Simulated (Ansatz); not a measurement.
This geometry of H2O + H3Si (7 atoms, charge 0, multiplicity 2) is a first-order saddle point.

Computed with UKS revPBE-D4/def2-SVP (Ansatz 0.2.0).

```xyz
7
Properties=species:S:1:pos:R:3
Si 0.033 0.116 -0.164
H 0.295 0.272 2.508
H 1.326 -0.128 -0.892
H -0.730 1.287 -0.721
H -0.818 -1.125 -0.122
O -0.048 -0.274 3.246
H -0.570 -0.949 2.774
```

Q: Which two structures does it join? (They come from a converged band through this point; their orientation in space is the band's.)

A: No bond is made or broken.

Image 0:

```xyz
7
Properties=species:S:1:pos:R:3
Si 0.246 -0.087 -0.081
H 0.172 0.471 2.878
H 1.148 -0.169 -1.297
H -0.456 1.244 -0.082
H -0.746 -1.219 -0.140
O -0.594 -0.065 2.593
H -0.283 -0.977 2.758
```

Image 8:

```xyz
7
Properties=species:S:1:pos:R:3
Si -0.225 0.227 -0.061
H 0.560 0.197 2.846
H 1.270 0.060 -0.127
H -0.675 1.092 -1.221
H -0.921 -1.105 -0.151
O 0.212 -0.667 2.549
H -0.733 -0.606 2.794
```

Q: How far does it lie above each of them?

A: 0.168 eV above the first and 0.169 eV above the second. This is the barrier of this one path; another mechanism may lie lower.

Run time: 3 min on 1 thread of Arm Neoverse V2, on a shared host, peak memory 0.12 GiB.
